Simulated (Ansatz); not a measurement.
## Tungsten, bcc: convergence with Methfessel-Paxton smearing

Computed with Ansatz, PBE, scalar-relativistic PAW, on the relaxed cell (a = 3.184 Å; spin not included). Errors count from a run at 420 eV on a Γ-centred 23×23×23 mesh with Fermi-Dirac smearing of 0.1 eV, extrapolated to zero width. Fixed here: cutoff 420 eV, mesh 14×14×14. The SCF starts from atomic densities corrected by a trained network.

```tsv
width (eV)	E(σ→0) error (meV/atom)	F error (meV/atom)	P (GPa)	SCF iterations
0.01	9.6	9.5	0.37	5
0.03	9.5	9.5	0.38	5
0.1	9.6	9.6	0.35	5
0.2	9.5	8.9	0.18	6
0.3	8.5	8.0	0.03	6
0.6	7.0	7.4	-0.18	6
1.0	3.2	16.9	-0.83	4
```
